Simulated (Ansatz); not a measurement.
**NaS+ (triplet): wave-function methods side by side at distance S1–Na2 = 2.856 Å, cc-pVDZ**

How much of the correlation energy of NaS+ (triplet) does each wave-function method recover here?

Computed with Ansatz 0.2.0, Gaussian basis. Level: cc-pVDZ, core rule «outside noble gas», up to 10 orbitals frozen.

Plan: UHF; CCSD(T) on ROHF; CCSD(T) on UHF; BCCD(T) on ROHF; CISD; CCSDT(Q) on ROHF; CCSDT(Q) on UHF; CASSCF and MRCISD+Q, 4 electrons in 4 orbitals; CASSCF and NEVPT2, 4 electrons in 4 orbitals; Full CI.

61 further runs of the same task are left out: 46 for a known fault of the program, 12 that didn't finish, 3 set aside as unsound or not needed.

## 1. The system

The geometry derives from a PBE0/def2-TZVP stationary point (not a proven minimum). One bond is set to the value named and the two fragments are kept rigid.

2 atoms, charge 1, spin multiplicity 3.

Atoms are counted from 1 here; the program's logs count them from 0.

Bond lengths: S1–Na2 2.856 Å.

## 2. UHF

in.yaml

```yaml
crystal:
  periodic: [false, false, false]
  atoms:
    - {symbol: S, position_ang: [0.000000, 0.000000, 0.000000]}
    - {symbol: Na, position_ang: [0.000000, 0.000000, 2.855900]}
basis:
  gaussian: {orbitals: cc-pVDZ}
total_charge: 1
magnetization: {spin_polarized: true, initial_magnetization: 2}
hamiltonian: {xc: hf}
output: {orbitals: {seedname: orbitals}}
```

Run with:

```
$ ansatz run in.yaml --threads 1 --pin off --events-out ev --progress --plain --max-ram 2393MiB
```

After this run come: CCSD(T) on ROHF; CCSD(T) on UHF; BCCD(T) on ROHF; CISD; CCSDT(Q) on ROHF; CCSDT(Q) on UHF; CASSCF and MRCISD+Q, 4 electrons in 4 orbitals; CASSCF and NEVPT2, 4 electrons in 4 orbitals; Full CI.

Q: Predict the results of all the runs planned. Wanted: FCI below the RHF energy; RMP2 from FCI; UMP2 from FCI; RCCSD from FCI; RCCSD(T) from FCI; UCCSD(T) from FCI; RCCSDT(Q) from FCI; UCCSDT(Q) from FCI; NEVPT2 pair from FCI.

As calculated:

```
                         quantity                                                                             value
         FCI below the RHF energy                                                                        -3.0020 eV
                    RMP2 from FCI                                                                        +549.3 meV
                    UMP2 from FCI                                                                        +569.1 meV
                   RCCSD from FCI                                                                         +53.6 meV
                RCCSD(T) from FCI                                                                         +13.0 meV
                UCCSD(T) from FCI                                                                         +12.1 meV
               RCCSDT(Q) from FCI                                                                          +0.3 meV
               UCCSDT(Q) from FCI                                                                           0.0 meV
             NEVPT2 pair from FCI                                                                        +478.8 meV
           MRCISD+Q pair from FCI                                                                         -18.2 meV
levels within 1 kcal/mol (43 meV)  RCCSD(T), UCCSD(T), BCCD(T), RCCSDT, UCCSDT, RCCSDT(Q), UCCSDT(Q), MRCISD+Q pair
                    T1 diagnostic                                                                             0.015
   effectively unpaired electrons                                                                              2.02
```

RCCSD(T) misses by +13.0 meV, 0.4 % of the correlation energy. MRCISD+Q pair falls below full CI: the +Q correction isn't variational, and the cores differ from full CI's. One determinant dominates. Of the multireference levels listed MRCISD+Q pair comes nearest in total energy (-18.2 meV), which doesn't show that its space is the better one. These misses are within one basis, not against nature; the frozen cores of restricted and unrestricted runs differ, which can shift their rows.
